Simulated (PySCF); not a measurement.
formaldehyde (CH2O), SMILES O=C.

Coordinates come from a r2SCAN-D4/def2-TZVPD optimisation.

Two levels are set side by side: PBE/def2-TZVPD (PySCF) and B3LYP/def2-TZVPD (PySCF). Same geometry, gas phase. Differences are taken from unrounded values.

```json
[
 {"quantity": "orbital gap (eV)", "PBE": "3.61"},
 {"quantity": "highest occupied level (eV)", "PBE": "-6.25"},
 {"quantity": "lowest empty level (eV)", "PBE": "-2.63"},
 {"quantity": "dipole moment (D)", "PBE": "2.20"},
 {"quantity": "mean polarisability (bohr³)", "PBE": "18.7"}
]
```

Task: These are the PBE values. What does B3LYP give? (Estimate from the structure and the level; the computed values follow.)

Result: 
| quantity | B3LYP | PBE minus B3LYP |
|---|---|---|
| orbital gap (eV) | 5.95 | -2.33 |
| highest occupied level (eV) | -7.66 | 1.41 |
| lowest empty level (eV) | -1.71 | -0.92 |
| dipole moment (D) | 2.38 | -0.18 |
| mean polarisability (bohr³) | 18.1 | 0.6 |

Without exact exchange PBE keeps part of each electron's self-repulsion, which lifts occupied levels and narrows the gap. Loosely held outer electrons make PBE densities more polarisable. Differences between two approximate levels are no errors against the true value.

Rough cost on one machine, each run with all the roots and properties that it gave: B3LYP against PBE within a factor of 2.
